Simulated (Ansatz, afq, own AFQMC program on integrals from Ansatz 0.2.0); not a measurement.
**Pd⁺, doublet: AFQMC among the cluster methods**

A free Pd cation.

Basis def2-TZVP with its core potentials. Only valence electrons are correlated. Ansatz 0.2.0 and our own AFQMC program on the same integrals; the CISD trial comes from CCSD amplitudes, and released means the phaseless constraint is let go. ± is one standard error of the sampling. No spin–orbit coupling. The metal's outer-core s and p shells are frozen, which shifts wave-function levels against functionals.

Determinant: UHF, the one that the program's search chose, which needn't be the lowest solution.

No full CI on the walks' own integrals is used here; CCSDT(Q) serves as the reference and is uncertain by about the last step of the cluster series.

Cautions: no spin-orbit coupling; outer-core shells of the metal frozen; CCSDT(Q) on the ROHF determinant differs (57 meV higher), by its state or its frozen core.

The T1 diagnostic is 0.0029, the weight of the determinant in the CISD state is 0.957 and the ⟨S²⟩ of the determinant is 0.756. The size of the correlated space is 9 electrons in 36 orbitals.

| level | correlation energy (eV) |
| --- | --- |
| MP2 | -5.5911 |
| CCSD | -5.5153 |
| CCSD(T) | -5.5905 |

Task: Estimate where AFQMC with the constraint released lies against CCSD(T) on the same integrals.

Result: 0.7 ± 0.4 kJ/mol below CCSD(T). The gap is under twice the noise, so this walk alone can't tell the two apart.

Reference: CCSDT(Q), correlation energy -5.600 eV. The released energy is read at 4.20 1/Eh (meV from the phaseless value at times in 1/Eh: -5.2 ± 1.4 at 0.60, -5.3 ± 1.5 at 1.20, -8 ± 3 at 2.00, -5 ± 3 at 3.00, -4 ± 4 at 4.20).

| level | E − E(reference) (kJ/mol) | share of correlation (%) |
| --- | --- | --- |
| CCSD(T) | 0.9 | 99.84 |
| CCSDT | 0.5 | 99.90 |
| ph-AFQMC/CISD | 0.6 ± 0.2 | 99.89 |
| released AFQMC | 0.2 ± 0.4 | 99.97 |

A walk keeps the symmetry of its determinant, which the program's search chose and which needn't be the lowest solution, so a lower state of the same spin and another symmetry isn't excluded. Released energies are given only where the last usable release times agree within the noise; a slower fall can still hide under it.
